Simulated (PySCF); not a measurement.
**Neon: a sound run and one with changed settings**

Sound run: Ne [Ne], Ne⁺ [He] 2s2 2p5. Computed with PySCF 2.14 in pcseg-2, with the non-relativistic Hamiltonian (point nucleus). In the sound run the correlated levels freeze 1s2. The sound run starts from symmetry-adapted Hartree-Fock orbitals and uses a fine grid where one is needed.

Changed run: a valence shell is frozen. This setting is unsound on purpose.

```json
{"species": "Ne", "method": "MP2", "sound run (hartree)": "-128.78420", "changed run (hartree)": "-128.71832", "converged": "yes"}
{"species": "Ne", "method": "CCSD(T)", "sound run (hartree)": "-128.79103", "changed run (hartree)": "-128.72138", "converged": "yes"}
{"species": "Ne⁺", "method": "MP2", "sound run (hartree)": "-127.98998", "changed run (hartree)": "-127.92545", "converged": "yes"}
{"species": "Ne⁺", "method": "CCSD(T)", "sound run (hartree)": "-128.00436", "changed run (hartree)": "-127.93253", "converged": "yes"}
```

Ionisation energy of Ne:

| method | sound run (eV) | changed run (eV) |
| --- | --- | --- |
| UHF | 19.704 | 19.704 |
| MP2 | 21.612 | 21.575 |
| SCS-MP2 | 21.464 | 21.469 |
| CCSD | 21.354 | 21.413 |
| CCSD(T) | 21.406 | 21.466 |

Freezing a valence shell removes pair correlation that changes on ionisation.

For comparison, NIST gives 21.565 eV between the lowest levels.
